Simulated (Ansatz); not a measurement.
## Property card for CsCaF₃

Theory: Ansatz 0.2.0, DFT r2SCAN, scalar-relativistic, plane waves, PAW.

Cutoff 500 eV; k points 6×6×6 on the computed 5-atom cell (Γ-centred); Gaussian smearing, width 0.02 eV; no spin polarisation.

The structure is relaxed at this level of theory with its symmetry kept. Whether it is the stable form of this composition wasn't checked.

```xyz
5
Lattice="4.5173 0.0000 0.0000 0.0000 4.5173 0.0000 0.0000 0.0000 4.5173" Properties=species:S:1:pos:R:3 pbc="T T T"
Cs    0.0000    0.0000    0.0000
Ca    2.2586    2.2586    2.2586
F     0.0000    2.2586    2.2586
F     2.2586    0.0000    2.2586
F     2.2586    2.2586    0.0000
```

| Property | Result |
| --- | --- |
| Space group | Pm-3m (No. 221) |
| Volume per atom | 18.44 Å³ |
| Formation energy from the elements' standard states (uncorrected) | -3.740 eV/atom |
| Generalised Kohn–Sham band gap | 8.05 eV, indirect from R to Γ |
| Löwdin character of the top 1 eV of the valence band | F 2p 95 % |
| Electron masses at the edge by Cartesian direction of the standard setting (m_e; degenerate bands sorted by energy; no spin-orbit coupling) | x: 0.45; y: 0.45; z: 0.45 |
| Hole masses at the edge by Cartesian direction of the standard setting (m_e; degenerate bands sorted by energy; no spin-orbit coupling) | x: over 30, 2.4, 2.4; y: over 30, 2.4, 2.4; z: over 30, 2.4, 2.4 |
| Bulk modulus | 55 GPa |
| Its pressure derivative | 4.7 |
| Bader charges (e) | Cs (1 in the cell) 0.90, Ca (1 in the cell) 1.67, F (3 in the cell) -0.86 |

Spin-orbit coupling is left out, which matters for the bands of heavy elements.

Symmetry holds off the tilts and polar distortions that many cubic perovskites undergo.

Cost: 8 runs of about 2 core-minutes in all, on Arm Neoverse V2 (shared hosts).